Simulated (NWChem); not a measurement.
Program: NWChem. System: acetonitrile (C₂H₃N), charge 0, spin multiplicity 1, at a geometry optimised with PBE0/def2-SVP. Level: G0W0@PBE0/def2-TZVPD, RI basis def2-tzvpd-rifit.

Output (cleaned and shortened):

```
             Northwest Computational Chemistry Package (NWChem) 7.3.0
             --------------------------------------------------------

                                NWChem Input Module
                                -------------------

 Scaling coordinates for geometry "geometry" by  1.889725989
 (inverse scale =  0.529177249)

 Turning off AUTOSYM since
 SYMMETRY directive was detected!

                             Geometry "geometry" -> ""
                             -------------------------

 Output coordinates in angstroms (scale by  1.889725989 to convert to a.u.)

  No.       Tag          Charge          X              Y              Z
 ---- ---------------- ---------- -------------- -------------- --------------
    1 C                    6.0000     0.00963300    -1.17489600     0.00000000
    2 C                    6.0000    -0.00229600     0.27826200     0.00000000
    3 N                    7.0000    -0.01175800     1.43511300     0.00000000
    4 H                    1.0000    -0.50291400    -1.55957200     0.89320500
    5 H                    1.0000    -0.50291400    -1.55957200    -0.89320500
    6 H                    1.0000     1.04411100    -1.54684200     0.00000000

 Effective nuclear repulsion energy (a.u.)      58.4295767794

            Nuclear Dipole moment (a.u.)
            ----------------------------
        X                 Y               Z
 ---------------- ---------------- ----------------
    -0.0000018897     0.0000018897     0.0000000000

      Symmetry information
      --------------------

 Group name             Cs
 Group number              2
 Group order               2
 No. of unique centers     5

      Symmetry unique atoms

     1    2    3    4    6


 Summary of "ao basis" -> "" (spherical)
 ------------------------------------------------------------------------------
       Tag                 Description            Shells   Functions and Types
 ---------------- ------------------------------  ------  ---------------------
 *                         def2-tzvpd                 on all atoms

 new library libraries.bse/

 Summary of "ri basis" -> "" (spherical)
 ------------------------------------------------------------------------------
       Tag                 Description            Shells   Functions and Types
 ---------------- ------------------------------  ------  ---------------------
 *                      def2-tzvpd-rifit              on all atoms

                                 NWChem DFT Module
                                 -----------------

 Summary of "ao basis" -> "ao basis" (spherical)
 ------------------------------------------------------------------------------
       Tag                 Description            Shells   Functions and Types
 ---------------- ------------------------------  ------  ---------------------
 C                         def2-tzvpd               13       37   6s3p3d1f
 N                         def2-tzvpd               13       37   6s3p3d1f
 H                         def2-tzvpd                5        9   3s2p

 Summary of "ao basis" -> "ao basis" (spherical)
 ------------------------------------------------------------------------------
       Tag                 Description            Shells   Functions and Types
 ---------------- ------------------------------  ------  ---------------------
 C                         def2-tzvpd               13       37   6s3p3d1f
 N                         def2-tzvpd               13       37   6s3p3d1f
 H                         def2-tzvpd                5        9   3s2p

      Symmetry analysis of basis
      --------------------------

        a'         91
        a"         47

            General Information
            -------------------
          SCF calculation type: DFT
          Wavefunction type:  closed shell.
          No. of atoms     :     6
          No. of electrons :    22
           Alpha electrons :    11
            Beta electrons :    11
          Charge           :     0
          Spin multiplicity:     1
          Use of symmetry is: on ; symmetry adaption is: on
          Maximum number of iterations: 100
          This is a Direct SCF calculation.
[...]
    78      0.404813  3 N  s                 79      0.367843  3 N  s
    82      0.367526  3 N  py                41     -0.235978  2 C  s
    85      0.224424  3 N  py                45     -0.207484  2 C  py
    42     -0.180979  2 C  s                 48     -0.173642  2 C  py
    77      0.172033  3 N  s                 80      0.123870  3 N  s

 Vector   10  Occ=2.000000D+00  E=-3.471647D-01  Symmetry=a"
              MO Center= -4.3D-02,  6.6D-01,  5.7D-11, r^2= 1.8D+00
   Bfn.  Coefficient  Atom+Function         Bfn.  Coefficient  Atom+Function
  ----- ------------  ---------------      ----- ------------  ---------------
    83      0.321501  3 N  pz                46      0.270615  2 C  pz
    86      0.268382  3 N  pz                49      0.232228  2 C  pz
    89      0.136212  3 N  pz                 9     -0.111915  1 C  pz
   113     -0.103023  4 H  s                122      0.103023  5 H  s
    52      0.093729  2 C  pz                12     -0.082514  1 C  pz

 Vector   11  Occ=2.000000D+00  E=-3.471645D-01  Symmetry=a'
              MO Center=  3.2D-02,  6.6D-01, -5.7D-11, r^2= 1.8D+00
   Bfn.  Coefficient  Atom+Function         Bfn.  Coefficient  Atom+Function
  ----- ------------  ---------------      ----- ------------  ---------------
    81      0.321491  3 N  px                44      0.270606  2 C  px
    84      0.268374  3 N  px                47      0.232220  2 C  px
    87      0.136208  3 N  px               131     -0.118961  6 H  s
     7     -0.111911  1 C  px                50      0.093729  2 C  px
    10     -0.082511  1 C  px               130     -0.072364  6 H  s

 Vector   12  Occ=0.000000D+00  E=-3.242881D-04  Symmetry=a'
              MO Center=  1.2D-02, -1.4D+00, -3.9D-16, r^2= 8.1D+00
   Bfn.  Coefficient  Atom+Function         Bfn.  Coefficient  Atom+Function
  ----- ------------  ---------------      ----- ------------  ---------------
     5      2.650972  1 C  s                  6      1.853485  1 C  s
    43      1.575895  2 C  s                 79     -1.210643  3 N  s
    51      1.159430  2 C  py               114     -1.101666  4 H  s
   123     -1.101666  5 H  s                132     -1.101528  6 H  s
    80     -1.029437  3 N  s                  4     -0.641259  1 C  s

 Vector   13  Occ=0.000000D+00  E= 2.770293D-02  Symmetry=a"
              MO Center= -1.5D-01, -1.0D-02, -1.3D-09, r^2= 3.9D+00
   Bfn.  Coefficient  Atom+Function         Bfn.  Coefficient  Atom+Function
  ----- ------------  ---------------      ----- ------------  ---------------
   114      1.359918  4 H  s                123     -1.359918  5 H  s
    15     -1.109631  1 C  pz               120     -0.437420  4 H  pz
   129     -0.437420  5 H  pz                49      0.292140  2 C  pz
    46      0.278880  2 C  pz                83     -0.274867  3 N  pz
    86     -0.272662  3 N  pz                29     -0.267457  1 C  d  1

 Vector   14  Occ=0.000000D+00  E= 2.770364D-02  Symmetry=a'
              MO Center=  1.5D-01, -7.7D-03,  1.3D-09, r^2= 3.9D+00
   Bfn.  Coefficient  Atom+Function         Bfn.  Coefficient  Atom+Function
  ----- ------------  ---------------      ----- ------------  ---------------
   132      1.570406  6 H  s                 13     -1.109734  1 C  px
   114     -0.785369  4 H  s                123     -0.785369  5 H  s
   136     -0.571304  6 H  px                47      0.292131  2 C  px
   137      0.289042  6 H  py                44      0.278871  2 C  px
    81     -0.274856  3 N  px                84     -0.272652  3 N  px

 center of mass
 --------------
 x =  -0.00175131 y =   0.21344152 z =   0.00000000

 moments of inertia (a.u.)
 ------------------
         195.453284279960           1.507884955394           0.000000000000
           1.507884955394          11.497738644810           0.000000000000
           0.000000000000           0.000000000000         195.465650528755

     Multipole analysis of the density
     ---------------------------------

     L   x y z        total         alpha         beta         nuclear
     -   - - -        -----         -----         ----         -------
     0   0 0 0     -0.000000    -11.000000    -11.000000     22.000000

     1   1 0 0      0.013072      0.006537      0.006537     -0.000002
     1   0 1 0     -1.594717     -0.797359     -0.797359      0.000002
     1   0 0 1      0.000000      0.000000      0.000000      0.000000

     2   2 0 0    -13.089653     -9.397337     -9.397337      5.705021
     2   1 1 0      0.019095      0.431419      0.431419     -0.843742
     2   1 0 1     -0.000000     -0.000000     -0.000000      0.000000
     2   0 2 0    -15.418960    -62.027077    -62.027077    108.635195
     2   0 1 1     -0.000000     -0.000000     -0.000000      0.000000
     2   0 0 2    -13.089506     -9.393802     -9.393802      5.698099

 Task  times  cpu:       10.5s     wall:       10.5s

                                NWChem Input Module
                                -------------------

                                 NWChem GW Module
                                 ----------------

                             ***********************
                             ***        GW       ***
                             ***********************

 Summary of "ri basis" -> "ri basis" (spherical)
 ------------------------------------------------------------------------------
       Tag                 Description            Shells   Functions and Types
 ---------------- ------------------------------  ------  ---------------------
 C                      def2-tzvpd-rifit            26       92   9s7p5d4f1g
 N                      def2-tzvpd-rifit            26       92   9s7p5d4f1g
 H                      def2-tzvpd-rifit            10       24   5s3p2d

                 Memory Information
                 ------------------
          Available GA per process is          1699.9 MBs
          Available stack per process is        700.0 MBs
          Available heap per process is           0.0 MBs

          Peak memory in Initialization
              Peak GA per process is                  5.9 MBs
              Peak stack per process is               0.2 MBs
              Peak heap per process is                6.1 MBs
              Memory not in MA per process            0.0 MBs

          Peak memory in AFF Calculation
              Peak GA per process is                 23.3 MBs
              Peak stack per process is              14.9 MBs
              Peak heap per process is                0.0 MBs
              Memory not in MA per process           14.9 MBs

          Computing 2-center integrals
          Computing Inverse Cholesky factor
          Computing 3-center integrals
          Computing V_xc ...

          Computing Sigma_x
          Computing RPA polarizability
          Solving quasiparticle equations

                  Alpha Orbitals
          State     Energy (eV)     Error (eV)
          -----------------------------------
@GW         8        -15.815           0.002
@GW         9        -12.681           0.002
@GW        10        -12.077           0.002
@GW        11        -12.077           0.002
@GW        12          1.239           0.002
@GW        13          3.177           0.002

   Applying  -2.6305 eV scissor-shift to rest of particle states

   Applying   1.2475 eV scissor-shift to rest of hole states

     GW Timing Statistics
   ------------------------
   Init.   :          0.1s
     ERIs  :          0.8s
     Distr.:          0.0s
     Vxc   :          1.4s
   Sigma_x :          0.0s
   RPA     :          0.5s
   Wmn     :          0.0s
   Sigma_c :          0.0s
   GW total:          2.8s

 Task  times  cpu:        2.8s     wall:        2.8s

 Total times  cpu:       13.3s     wall:       13.3s
```

**Question.** Write an NWChem input that would produce this output.

**Answer.** Several could match; the one computed here: 
```
start mol
memory heap 200 mb stack 700 mb global 1700 mb
geometry units angstroms nocenter noautoz
  C      0.009633    -1.174896     0.000000
  C     -0.002296     0.278262     0.000000
  N     -0.011758     1.435113     0.000000
  H     -0.502914    -1.559572     0.893205
  H     -0.502914    -1.559572    -0.893205
  H      1.044111    -1.546842     0.000000
  symmetry group Cs
end
basis spherical
  * library def2-tzvpd
end
basis "ri basis" bse spherical
  * library def2-tzvpd-rifit
end
dft
  xc pbe0
  iterations 100
  direct
  tolerances tight
end
task dft energy
gw
  states alpha occ 4 vir 2
end
task dft gw
```
